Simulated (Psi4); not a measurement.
**AlBH4O (SMILES B[O][AlH2]) at B2PLYP/cc-pVTZ (density fitting, density fitting for correlation, sweep point 4)**

Aim: the vertical ionisation energy of AlBH4O at B2PLYP/cc-pVTZ (density fitting, density fitting for correlation, sweep point 4), from 2 runs. 

The results are computed with Psi4 1.11.

4 further runs of the same task are left out: 4 set aside as unsound or not needed.

## (1) The molecule

AlBH4O has 7 atoms, charge 0, and is taken as a singlet. As SMILES, `B[O][AlH2]`. Geometry: a GFN2-xTB relaxation, a rough one for these elements and not checked as a minimum.

Bond lengths: B1–O2 1.337 Å, O2–Al3 1.663 Å, B1–H4 1.177 Å, B1–H5 1.177 Å, Al3–H6 1.534 Å, Al3–H7 1.534 Å. Angles: B1–O2–Al3 179.9°, O2–B1–H4 119.6°, O2–B1–H5 119.5°, O2–Al3–H6 118.9°, O2–Al3–H7 118.9°, H4–B1–H5 120.9°, H6–Al3–H7 122.3°.

## (2) A single-point energy at B2PLYP/cc-pVTZ (density fitting, density fitting for correlation, sweep point 4)

The input, calc.inp:

```
memory 1600 MB

molecule mol {
  0 1
  B     -1.239790     0.460500    -0.755050
  O     -0.151010     0.055000    -0.092790
  Al     1.203290    -0.447170     0.732080
  H     -1.722060    -0.243360    -1.565440
  H     -1.702020     1.516540    -0.519180
  H      1.819640     0.486770     1.781480
  H      1.791950    -1.828280     0.418900
  units angstrom
  symmetry c1
}

set basis cc-pVTZ
set puream true
set scf_type df
set num_frozen_docc 7
set dft_radial_points 50
set dft_spherical_points 194

result, w = energy("b2plyp", return_wfn=True)
```

The run is started by

```
psi4 -n 1 calc.inp calc.out
```

calc.out:

```text
[...]
  Running in c1 symmetry.
[...]
  Nuclear repulsion =   86.754310919700998
[...]
  Multiplicity = 1
[...]
  Nalpha       = 15
  Nbeta        = 15
[...]
    Number of basis functions: 150
[...]
   @DF-RKS iter   1:  -344.53539670369975   -8.42465e-01   4.34550e-03 ADIIS/DIIS
[...]
   @DF-RKS iter   7:  -344.68649857961537   -5.25798e-08   3.53003e-07 DIIS
[...]
    Orbital Energies [Eh]
    ---------------------
    Doubly Occupied:
       1A    -57.069915     2A    -19.722532     3A     -7.119517
       4A     -4.454978     5A     -2.912612     6A     -2.908036
       7A     -2.906100     8A     -1.135606     9A     -0.641009
      10A     -0.503802    11A     -0.491023    12A     -0.449216
      13A     -0.443553    14A     -0.375168    15A     -0.332921
[...]
  @DF-RKS Final Energy:  -344.68649857961537
   => Energetics <=
    Nuclear Repulsion Energy =             86.7543109197009983
    One-Electron Energy =                -648.6631937498967773
    Two-Electron Energy =                 232.9590775427183473
    DFT Exchange-Correlation Energy =     -15.7366932921379519
    Empirical Dispersion Energy =           0.0000000000000000
    VV10 Nonlocal Energy =                  0.0000000000000000
    Total Energy =                       -344.6864985796154315
[...]
 Multipole Moments:
 ------------------------------------------------------------------------------------
     Multipole            Electronic (a.u.)      Nuclear  (a.u.)        Total (a.u.)
 ------------------------------------------------------------------------------------
 L = 1.  Multiply by 2.5417464519 to convert [e a0] to [Debye]
 Dipole X            :          0.5494220           -0.2943533            0.2550687
 Dipole Y            :         -0.2061013            0.1114919           -0.0946094
 Dipole Z            :          0.3298413           -0.1760965            0.1537447
 Magnitude           :                                                    0.3124875
[...]
```

Wall time 6.9 s (1 thread of Intel Xeon Platinum 8259CL at 2.50GHz (Skylake/Cascade Lake), shared host); peak memory 0.59 GiB.

## (3) The doublet cation

The input, albh4o.inp:

```
memory 1600 MB

molecule m {
  1 2
  B     -1.239790     0.460500    -0.755050
  O     -0.151010     0.055000    -0.092790
  Al     1.203290    -0.447170     0.732080
  H     -1.722060    -0.243360    -1.565440
  H     -1.702020     1.516540    -0.519180
  H      1.819640     0.486770     1.781480
  H      1.791950    -1.828280     0.418900
  symmetry c1
}

set reference uks
set puream true
set scf_type df
set num_frozen_docc 7
set dft_radial_points 50
set dft_spherical_points 194
set maxiter 150

result, w = energy("b2plyp/cc-pVTZ", return_wfn=True)
```

The run is started by

```
psi4 albh4o.inp albh4o.out -n 1
```

albh4o.out:

```text
[...]
  Running in c1 symmetry.
[...]
  Nuclear repulsion =   86.754310919700998
[...]
  Multiplicity = 2
[...]
  Nalpha       = 15
  Nbeta        = 14
[...]
    Number of basis functions: 150
[...]
   @DF-UKS iter   1:  -344.14049912020539   -4.47567e-01   4.16712e-03 DIIS/ADIIS
[...]
   @DF-UKS iter  10:  -344.31837115765512   -8.16804e-07   8.17302e-07 DIIS
[...]
   @S^2 Observed:                7.686837918E-01
[...]
    Orbital Energies [Eh]
    ---------------------
    Alpha Occupied:
       1A    -57.296215     2A    -20.061777     3A     -7.386897
       4A     -4.682383     5A     -3.138773     6A     -3.136571
       7A     -3.132957     8A     -1.462557     9A     -0.936285
      10A     -0.816072    11A     -0.773002    12A     -0.754938
      13A     -0.668780    14A     -0.645426    15A     -0.584456
    Alpha Virtual:
      16A     -0.208426    17A     -0.180226    18A     -0.145367
      19A     -0.090182    20A     -0.061150    21A     -0.034281
      22A     -0.022675    23A     -0.003479    24A     -0.001081
      25A      0.026081    26A      0.027776    27A      0.033166
[...]
  @DF-UKS Final Energy:  -344.31837115765512
   => Energetics <=
    Nuclear Repulsion Energy =             86.7543109197009983
    One-Electron Energy =                -640.9912008035942108
    Two-Electron Energy =                 225.4873674704944051
    DFT Exchange-Correlation Energy =     -15.5688487442562771
    Empirical Dispersion Energy =           0.0000000000000000
    VV10 Nonlocal Energy =                  0.0000000000000000
    Total Energy =                       -344.3183711576551218
[...]
 Multipole Moments:
 ------------------------------------------------------------------------------------
     Multipole            Electronic (a.u.)      Nuclear  (a.u.)        Total (a.u.)
 ------------------------------------------------------------------------------------
 L = 1.  Multiply by 2.5417464519 to convert [e a0] to [Debye]
 Dipole X            :         -0.1730944           -0.2943533           -0.4674478
 Dipole Y            :          0.0634760            0.1114919            0.1749679
 Dipole Z            :         -0.1090069           -0.1760965           -0.2851034
 Magnitude           :                                                    0.5748088
[...]
```

It took 11 s on 1 thread of Intel Xeon Platinum 8259CL at 2.50GHz (Skylake/Cascade Lake), shared host; peak memory 0.59 GiB.

## (4) What came out

At B2PLYP/cc-pVTZ (density fitting, density fitting for correlation, sweep point 4), 7 core orbitals frozen:

```
                                                                quantity          value
                                            singlet AlBH4O: total energy  -344.82261 Eh
                       singlet AlBH4O: HOMO energy (SCF part's orbitals)       -9.06 eV
                       singlet AlBH4O: LUMO energy (SCF part's orbitals)       -0.36 eV
                     singlet AlBH4O: HOMO–LUMO gap (SCF part's orbitals)        8.69 eV
                                            doublet cation: total energy  -344.44971 Eh
doublet cation: HOMO energy (SCF part's orbitals) (highest over α and β)      -14.99 eV
 doublet cation: LUMO energy (SCF part's orbitals) (lowest over α and β)      -10.96 eV
                                                    doublet cation: ⟨S²⟩          0.769
                      vertical ionisation energy (to the doublet cation)      10.147 eV
```

**Reading.** Removing an electron at fixed nuclei costs 10.15 eV (979 kJ/mol). The negative HOMO energy of the first species, 9.06 eV, lies 1.09 eV below that difference.
